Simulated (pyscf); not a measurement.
PySCF, gas phase, ωB97X-D3(BJ)/def2-SVP geometries. MP2 and CC: frozen core, UHF for open shells. ΔMP2 is the change of the MP2 total energy from the triple- to the quadruple-zeta basis.

SMILES: C1C(C1)Cl
```xyz
9

Cl     1.3525     0.7308    -1.0105
C      0.8988    -0.4024     0.2590
C      0.4646     0.1349     1.5863
C     -0.5398    -0.5024     0.6580
H      1.5072    -1.3094     0.2236
H      0.7770    -0.4087     2.4830
H      0.4358     1.2227     1.6923
H     -0.9332    -1.4936     0.9026
H     -1.2415     0.1585     0.1420
```

### Question
What is the homolytic dissociation enthalpy (298 K, CCSD(T)/def2-TZVPP + ΔMP2(QZVPP)) of the C–Cl bond of cyclic C₃H₅Cl (SMILES ClC1CC1), to Cl• + cyclic C₃H₅ (SMILES [CH]1CC1) [doublet]?

### Answer
C–Cl to Cl• + cyclic C₃H₅ (SMILES [CH]1CC1) [doublet]: 91.2 kcal/mol. cyclic C₃H₅Cl (SMILES ClC1CC1) lies 9.9 kcal/mol over its isomer H₂C=C(CH₃)–Cl, and others may lie lower still (electronic energy, ωB97M-D3(BJ)). cyclic C₃H₅ (SMILES [CH]1CC1) [doublet] lies 28.1 kcal/mol over its isomer •H₂C–CH=CH₂, and others may lie lower still (electronic energy, ωB97M-D3(BJ)). The CCSD(T) − MP2 part came from Ansatz, without density fitting, on the same reference. Left out: the spin-orbit lowering of Cl.
